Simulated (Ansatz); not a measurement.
A made-up structure of C2HS (charge -1), singlet:

C1  (-0.332, 0.600, -0.329)
C2  (0.202, -0.366, 0.201)
S3  (0.924, -1.673, 0.916)
H4  (1.693, -2.748, 1.233)
(Å)

It is relaxed with PBE-D4/def2-SVPD and then PBE0-D4/def2-TZVPD (Ansatz 0.2.0). Atoms count as bonded within 1.22 times the sum of their covalent radii (H–H: 0.88 Å). The end point is not checked to be a true minimum.

Problem. Does its bonding change? (A judgement: the text doesn't fix the answer.)

Solution. Computed: No: no bond forms or breaks.

Where it ends: The first stage lowers the energy by 2.51 eV in 9 steps. It ends as C₂HS ([C][C][SH]), total charge -1:
```xyz
4
angstrom
C -0.0900 0.4190 -0.4506
C 0.2746 -0.5105 0.2912
S 0.6523 -1.7226 1.4111
H 1.6509 -2.3730 0.7692
```

Labels in which every atom is bracketed show which atoms are joined, not bond orders.

For scale, one of the runs: PBE0-D4/def2-TZVPD relaxation, 129 basis functions, launched by `ansatz run in.yaml --threads 2 --pin off --events-out ev --progress --plain --max-ram 4352MiB`. Hardware: 2 CPU threads of an Arm Neoverse V2, shared host. Wall time about 12 s.
